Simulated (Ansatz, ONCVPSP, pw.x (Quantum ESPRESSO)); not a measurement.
**pw.x on fcc As: one setting changed**

Potential: optimised norm-conserving Vanderbilt (ONCV), ONCVPSP 4.0.1, PBEsol; core [Ar] 3d10, reference 4s2 4p3; waves: 4s: rc 1.70 bohr, ncon 5, nbas 8, qcut 3 1/bohr, 1 projector; 4p: rc 1.95 bohr, ncon 4, nbas 7, qcut 7.2 1/bohr, 2 projectors, debl 2.2 Ha; d scattering state at 0.03 Ha: rc 1.85 bohr, ncon 4, nbas 7, qcut 4.6 1/bohr, 1 projector; local part: polynomial inside 1.40 bohr (lpopt 5, dvloc0 0 Ha); core correction: polynomial model core, fcfact 0.6.

The reference run (k-mesh 13³, cutoffs 125/500 Ry, Fermi–Dirac 0.01 Ry, mixing_beta 0.4, conv_thr 1e-9, no spin) gives -1.30 GPa at 18.557 Å³/atom, where all-electron LAPW gives -0.48 GPa. This run, with its own iteration cap, changes smearing to gauss.

```
&control
  calculation='scf', prefix='x', pseudo_dir='./', outdir='./tmp', tstress=.true., disk_io='none'
/
&system
  ibrav=0, nat=1, ntyp=1, ecutwfc=125, ecutrho=500, nbnd=9,
  occupations='smearing', smearing='gauss', degauss=0.01
/
&electrons
  conv_thr=1e-09, mixing_beta=0.4, electron_maxstep=70
/
ATOMIC_SPECIES
As 1.0 As.UPF
CELL_PARAMETERS angstrom
  0.00000000 2.10132192 2.10132192
  2.10132192 0.00000000 2.10132192
  2.10132192 2.10132192 0.00000000
ATOMIC_POSITIONS crystal
As 0.0000 0.0000 0.0000
K_POINTS automatic
13 13 13 0 0 0
```

```bash
pw.x < As.scf.in > As.scf.out
```

**Question.** How does the run end?

**Answer.** It converges in 5 iterations; the free energy moves by +16.3 meV/atom and the pressure by +0.01 GPa. Gaussian smearing of the same width is narrower in effect than Fermi–Dirac, so its quadratic term in F is smaller.

```
Message from routine setup:
     using ibrav=0 with symmetry is DISCOURAGED, use correct ibrav instead
     lattice parameter (alat)  =       5.6157  a.u.
     unit-cell volume          =     125.2288 (a.u.)^3
     number of electrons       =         5.00
     number of Kohn-Sham states=            9
     kinetic-energy cutoff     =     125.0000  Ry
     charge density cutoff     =     500.0000  Ry
     scf convergence threshold =      1.0E-09
     Exchange-correlation= PBESOL
     number of k points=    84  Gaussian smearing, width (Ry)=  0.0100
     iteration #  1     ecut=   125.00 Ry     beta= 0.40
     total energy              =     -20.22437112 Ry
     estimated scf accuracy    <       0.00160968 Ry
     iteration #  2     ecut=   125.00 Ry     beta= 0.40
     total energy              =     -20.22425098 Ry
     estimated scf accuracy    <       0.00042030 Ry
     iteration #  3     ecut=   125.00 Ry     beta= 0.40
     total energy              =     -20.22428979 Ry
     estimated scf accuracy    <       0.00000379 Ry
     iteration #  4     ecut=   125.00 Ry     beta= 0.40
     total energy              =     -20.22429077 Ry
     estimated scf accuracy    <       0.00000001 Ry
     iteration #  5     ecut=   125.00 Ry     beta= 0.40
     the Fermi energy is     9.1833 ev
!    total energy              =     -20.22429079 Ry
     estimated scf accuracy    <          1.0E-09 Ry
     smearing contrib. (-TS)   =      -0.00039860 Ry
     The total energy is F=E-TS. E is the sum of the following terms:
     one-electron contribution =       5.20067463 Ry
     hartree contribution      =       0.24897541 Ry
     xc contribution           =     -11.24093375 Ry
     ewald contribution        =     -14.43260848 Ry
     convergence has been achieved in   5 iterations
          total   stress  (Ry/bohr**3)                   (kbar)     P=      -12.92
     Message from routine punch:
     Nothing written, as per user request (disk_io='none')
```

The run took about 9.4 s on one core of a shared host (AMD EPYC 9R45 96-Core Processor, 96 threads, 376 GiB, load 33).
